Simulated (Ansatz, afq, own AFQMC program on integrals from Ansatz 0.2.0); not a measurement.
**Breaking C1–O2 in CH2O, singlet**

```xyz
4

C     0.0010    0.0008    0.0012
O     0.6965    0.5477    0.8062
H    -0.5500    0.5605   -0.7970
H    -0.1476   -1.1091   -0.0103
```

Products: CH₂ (triplet, the lower of two spins tried; CH2) and O (triplet), each relaxed with PBE0/def2-SVP like the molecule; electronic energies without zero-point terms. Determinants: RHF, UHF and UHF in that order.

Basis def2-TZVP. Noble-gas cores (and the filled d shells of Ga–Kr and In–Xe) are frozen. Ansatz 0.2.0 and our own AFQMC program on the same integrals; the CISD trial comes from CCSD amplitudes, and released means the phaseless constraint is let go. Error bars are statistical, one sigma. The errors of all members are added in quadrature.

No full CI on the walks' own integrals is used here; CCSDT(Q) serves as the reference and is uncertain by about the last step of the cluster series. Each member takes its own surest rung, up to full CI.

The best estimate is CCSD(T) at the basis-set limit (CBS: def2-TZVPP and def2-QZVPP, with their diffuse functions for anions and beside diffuse sets, CCSD(T) itself extrapolated) plus the step from CCSD(T) to CCSDT(Q) in def2-TZVP. Rows without CBS are in def2-TZVP; B2PLYP and the wave-function rows carry a basis error of their own. Core correlation and relativity beyond core potentials are missing, and ± holds the sampling alone.

Q: Estimate: order these levels by their error in the bond energy against the best estimate, smallest first.
A. PBE0
B. HF/CBS
C. MP2/CBS
D. PBE

A: A (4.5 kcal/mol), D (8.2 kcal/mol), C (10.1 kcal/mol), B (80.4 kcal/mol).

Best estimate: 183.1 kcal/mol.

Best estimates are given only where the step beyond CCSD(T) is under 0.3 eV and no member's determinant is very poor (T1 over 0.05, or 0.07 for open shells, ⟨S²⟩ too high by 0.3, two states mixed), so the hardest cases are missing from such tables.

The functionals ran in a triple-zeta set and keep a basis error of their own, a few kJ/mol for each bond in atomization energies and more for double hybrids, so close places among them and the extrapolated levels can swap.

Each member of a difference takes its own highest rung, so a best estimate needn't equal the limit plus the step of one row. A walk keeps the symmetry of its determinant, which the program's search chose and which needn't be the lowest solution, so a lower state of the same spin and another symmetry isn't excluded.
